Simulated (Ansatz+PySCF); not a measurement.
singlet H2O: levels of theory in one basis

```xyz
3

O     0.0000    0.0000   -0.1101
H     0.0000    0.6938    0.4404
H     0.0000   -0.6938    0.4404
```

Basis set: def2-SVP (spherical functions). Frozen core: 1 orbital. Charge 0, multiplicity 1.

Computed with Ansatz (development build ahead of 0.2.0); each method stands on the lowest determinant of its kind that the runs found. NEVPT2 correlates all electrons. Active spaces start from the frontier orbitals, and the lowest solution found is given.

| method | E − E(RHF) (eV) | <S²> of the determinant |
| --- | --- | --- |
| RHF | 0.00 | 0.00 |
| RHF-MP2 | -5.34 | – |
| RHF-CCSD | -5.60 | – |
| RHF-CCSD(T) | -5.68 | – |
| CASSCF(8,6) | -1.27 | – |

**Question.** What does SC-NEVPT2(8,6) give on the same scale?

**Answer.** -5.07 eV. NEVPT2 here correlates all electrons, so it doesn't share the others' frozen core.

**Question.** Is a single determinant a sound starting point here?

**Answer.** By this sign, yes. Unrestricted orbitals gain 0.00 eV and <S²> is 0.00 against 0.00 for a pure state. The CASSCF(8,6) natural occupations are 2.00, 2.00, 1.98, 1.98, 0.02, 0.02.
